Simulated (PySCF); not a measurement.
Input of a run (B3LYP/6-31+G* geometry optimisation, gas phase (PySCF 2.14.0)), started from GFN2-xTB:
```
{"job": {"xc": "B3LYP", "basis": "6-31+G*", "grid": 1, "kind": "geom"}, "charge": 0, "multiplicity": 1}
C     -1.274482    -0.173263    -0.000599
C     -0.081631    -0.011007     0.018928
C      1.271265     0.172231     0.043827
N      2.408523     0.327503     0.065446
H     -2.315053    -0.312612    -0.015927
```

Output (energies in Eh, forces in Eh/bohr):
```
step   0  E = -169.57584070  max force = 0.045263
step   1  E = -169.57704902  max force = 0.002441
step   2  E = -169.57705323  max force = 0.000202
optimisation converged
```

Task: Summarise the run.

Result: The energy falls by 3.2 kJ/mol over 3 energy and gradient evaluations, the largest force component goes from 0.0453 to 2.0e-04 Eh/bohr, and the atoms move by 0.017 Å rms after alignment. Among the bonds, C3≡N4 and C1–H5 change most and about equally (+0.018 to +0.019 Å). Bonds longer at the end by more than 0.005 Å: 4 of 4; shorter: 0. The energy never rose by more than 1e-6 Eh on the way. The first step brought 100 % of the lowering.

Task: What are the final bond lengths?

Result: C1≡C2 1.211 Å, C2–C3 1.373 Å, C3≡N4 1.167 Å, C1–H5 1.068 Å. Numbering counts from 1 in the input's order; the species is cyanoacetylene, `C#CC#N`.

The run used 74 basis functions and 22 SCF cycles in all. On one thread, Intel Xeon Platinum 8488C (x86_64), on a shared host, this took 3.0 s wall and 0.33 GiB of memory at its peak.

Whether it is a minimum is left open (no frequencies).
